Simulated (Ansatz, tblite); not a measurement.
# AlH2Cl: a ladder of methods and basis sets

The task here is to estimate one member of a computed series from the others.

The runs use Ansatz 0.2.0, Gaussian basis; as each input shows.

Plan: GFN1-xTB, GFN2-xTB, PBE-D4/def2-TZVP, r2SCAN-D4/def2-TZVP, HF/def2-TZVP, BHLYP-D4/def2-TZVP, B97M-V/def2-TZVP, r2SCANh-D4/def2-TZVP, ωB97M-V/def2-TZVP, r2SCAN0-D4/def2-TZVP, BLYP-D4/def2-TZVP, PBE-D4/def2-SVP, PBE0-D4/def2-SVP, HF/STO-3G, HF/6-31G, B3LYP-D4/6-31G, CCSD(T)/def2-TZVPP, MP2/def2-TZVP, RPA/def2-TZVP.

## The relaxed structure

The geometry is that of the singlet, from an earlier relaxation (r2SCAN-D4/def2-TZVP).

4 atoms, charge 0, spin multiplicity 1.

Bond lengths: Al1–H2 1.574 Å, Al1–H3 1.574 Å, Al1–Cl4 2.097 Å. Angles: H2–Al1–H3 124.8°, H2–Al1–Cl4 117.6°, H3–Al1–Cl4 117.6°.

PBE0-D4/def2-TZVP was run before; its log isn't repeated, and its numbers join the tables.

The first run:

Tight binding, by tblite at 300 K electronic temperature and without a spin-polarisation term:

```python
tblite.interface.Calculator('GFN1-xTB', numbers, positions, charge=0, uhf=0).singlepoint()
```

Tight binding, by tblite at 300 K electronic temperature and without a spin-polarisation term:

```python
tblite.interface.Calculator('GFN2-xTB', numbers, positions, charge=0, uhf=0).singlepoint()
```

start.molden holds the orbitals of an earlier run on this state, given as this run's starting guess.

in.yaml

```yaml
crystal:
  periodic: [false, false, false]
  atoms:
    - {symbol: Al, position_ang: [0.082290, 0.137224, -0.000852]}
    - {symbol: H, position_ang: [1.653654, 0.044756, 0.013948]}
    - {symbol: H, position_ang: [-0.739573, 1.479648, -0.021135]}
    - {symbol: Cl, position_ang: [-0.996371, -1.661638, 0.008049]}
basis:
  gaussian: {orbitals: def2-TZVP, initial_orbitals: start.molden}
hamiltonian: {xc: pbe, dispersion: d4}
scf: {omitted_lower_state_checks: [starts]}
output: {orbitals: {seedname: orbitals}}
```

Launch:

```console
$ ansatz run in.yaml --threads 4 --pin off --events-out ev --progress --plain --max-ram 3916MiB
```

Among the steps run: PBE-D4/def2-TZVP; r2SCAN-D4/def2-TZVP; HF/def2-TZVP; BHLYP-D4/def2-TZVP; B97M-V/def2-TZVP; r2SCANh-D4/def2-TZVP; ωB97M-V/def2-TZVP; r2SCAN0-D4/def2-TZVP; BLYP-D4/def2-TZVP; PBE-D4/def2-SVP; PBE0-D4/def2-SVP; HF/STO-3G; HF/6-31G; B3LYP-D4/6-31G; CCSD(T)/def2-TZVPP; MP2/def2-TZVP; RPA/def2-TZVP.

One table of the session follows, with a row left open; its other results are not shown here.

It belongs to the step «Levels side by side». 

| level | HOMO (eV) | LUMO (eV) | gap (eV) |
| --- | --- | --- | --- |
| HF/STO-3G | -9.28 | 7.75 | 17.03 |
| HF/6-31G | -11.75 | 0.67 | 12.41 |
| HF/def2-TZVP | -11.76 | 1.05 | 12.80 |
| PBE-D4/def2-SVP | -7.15 | -2.31 | 4.83 |
| PBE-D4/def2-TZVP | ? | ? | ? |
| BLYP-D4/def2-TZVP | -7.16 | -2.29 | 4.87 |
| r2SCAN-D4/def2-TZVP | -7.60 | -2.04 | 5.56 |
| B97M-V/def2-TZVP | -7.69 | -2.30 | 5.40 |
| r2SCANh-D4/def2-TZVP | -8.08 | -1.79 | 6.29 |
| B3LYP-D4/6-31G | -8.37 | -2.14 | 6.23 |
| PBE0-D4/def2-SVP | -8.49 | -1.56 | 6.92 |
| PBE0-D4/def2-TZVP | -8.58 | -1.63 | 6.94 |
| r2SCAN0-D4/def2-TZVP | -8.79 | -1.42 | 7.38 |
| BHLYP-D4/def2-TZVP | -9.80 | -0.87 | 8.93 |
| ωB97M-V/def2-TZVP | -10.78 | 0.00 | 10.78 |

Estimate the missing values for PBE-D4/def2-TZVP.

As computed: HOMO (eV): -7.27; LUMO (eV): -2.40; gap (eV): 4.87. In the column «HOMO (eV)» it lies between r2SCAN-D4/def2-TZVP (-7.60) and BLYP-D4/def2-TZVP (-7.16).
